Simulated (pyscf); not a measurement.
Optimised with ωB97X-D3(BJ)/def2-SVP in PySCF.

Q: How much does it cost (ΔH, 298 K, ωB97M-D3(BJ)/def2-TZVP) to split H₂N–Sb(NH₂)–NH₂ at its N–Sb bond into NH₂• + H₂N–Sb•–NH₂?

A: N–Sb to NH₂• + H₂N–Sb•–NH₂: 67.9 kcal/mol. The 7 functionals that were run give +64.2 (r²SCAN) to +70.8 kcal/mol (ωB97X-D3(BJ)/def2-TZVP). Other isomers of H₂N–Sb•–NH₂ were not searched in full and may lie lower. Elements past Kr carry the def2 core potentials, without spin-orbit coupling.
